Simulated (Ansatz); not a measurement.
**AsH2⁺, quintet in cc-pVDZ: errors against full CI**

Geometry: that of the AsH2⁺, triplet, kept fixed. The singlet lies 8.5 eV lower here.

```yaml
atoms:
  - { symbol: As, position_ang: [0.0000, -0.0191, 0.0000] }
  - { symbol: H, position_ang: [0.0000, 0.7098, -1.3240] }
  - { symbol: H, position_ang: [0.0000, 0.7098, 1.3240] }
```

Basis cc-pVDZ; Ansatz 0.2.0. Only valence electrons are correlated (noble-gas cores and the filled d shells of p-block atoms frozen), which leaves 6 electrons in 23 orbitals. R marks a restricted (for open shells ROHF) determinant, U an unrestricted one. Active spaces: valence = (6e, 6o) chosen from the atoms' valence shells. No spin–orbit coupling is included, and no scalar relativity.

Full CI is exact within this basis and frozen core; it isn't the basis-set limit. The frozen core follows each run's orbitals, which can shift R against U totals by a few meV for light atoms and by up to 0.1 eV past Ca.

For open shells CISD and CISDTQ are restricted-active-space CI with the open shells as a complete middle space.

- UHF ⟨S²⟩: 6.004
- T1 diagnostic (RCCSD): 0.0187
- largest doubles amplitude (RCCSD): 0.088

```
   level  E − E(RHF) (eV)
    RMP2          -1.7554
   RCCSD          -2.2653
RCCSD(T)          -2.3130
```

(1) Estimate how far full CI in cc-pVDZ lies from RCCSD(T). The table doesn't fix it; the size of (T) and the diagnostics are the guide.

(1) Full CI in cc-pVDZ lies 1.4 kJ/mol below RCCSD(T), which is 31 % of the (T) step (-4.6 kJ/mol). The diagnostics give no warning, yet the rest is a sizeable part of (T).

The other levels:

| level | E − E(full CI) (kJ/mol) | share of correlation (%) | wall time |
| --- | --- | --- | --- |
| CISD | 6.0 | 97.35 | 1.4 s |
| BCCD(T) | 1.5 | 99.32 | 1.6 s |
| RCCSDT | 0.2 | 99.92 | – |
| CISDTQ | 0.0 | 99.99 | 7 s |
| RCCSDT(Q) | 0.0 | 100.02 | 4.3 s |
| RCCSDTQ | -0.1 | 100.04 | 17 s |
| CASSCF (valence space) | 173.6 | 22.72 | – |
| NEVPT2 (valence space) | 39.6 | 82.35 | 1.6 s |
| MRCISD (valence space) | 6.0 | 97.31 | – |
| MRCISD+Q (valence space) | -0.9 | 100.38 | 2.1 s |

The correlation energy at full CI, counted from RHF, is -2.328 eV. That run took 10 s on 1 thread of Arm Neoverse N1, shared host over 194,380 determinants.

Run but not shown, since their state or frozen core can't be matched to the reference's or they repeat it: UHF, UMP2, UCCSD, UCCSD(T), UCCSDT, UCCSDT(Q).

Times hold each run's SCF and search for its determinant on a shared host, so for small cases they say little of a method's own cost; they ran on 1 thread of Arm Neoverse N1.

More than 5 meV below full CI, which no variational method can be: MRCISD+Q (valence space).

The full-CI state has the irrep A2 of C2v, in the program's axes.

Natural occupations of full CI about the gap: 1.938 1.015 0.992 0.990 0.979 0.030 0.009 0.009 0.009 0.008; effectively unpaired electrons, Σ n²(2−n)², 4.02.
